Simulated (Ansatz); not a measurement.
Cartesian coordinates in Å:
```
B -1.055 -0.323 0.335
O 0.030 -1.105 0.252
Si 0.559 0.488 -0.252
H -2.173 -0.559 0.664
H 1.036 0.478 -1.654
H 1.603 1.019 0.655
```

Total charge 0; spin multiplicity 1.

Question: List the B3LYP/def2-TZVPP orbital energies in eV (Ansatz 0.2.0). (An estimate is asked.)

Answer: The calculation gave: Occupied: -1799.59, -521.31, -184.74, -144.09, -99.48, -99.37, -99.35, -28.17, -14.81, -13.65, -11.98, -11.34, -10.72, -9.37, -6.92. Lowest empty: -1.22, -0.98, 0.65, 1.30, 2.15, 2.22, 2.65, 2.91.

B3LYP here is the variant with VWN-RPA as its local correlation; programs differ in this.
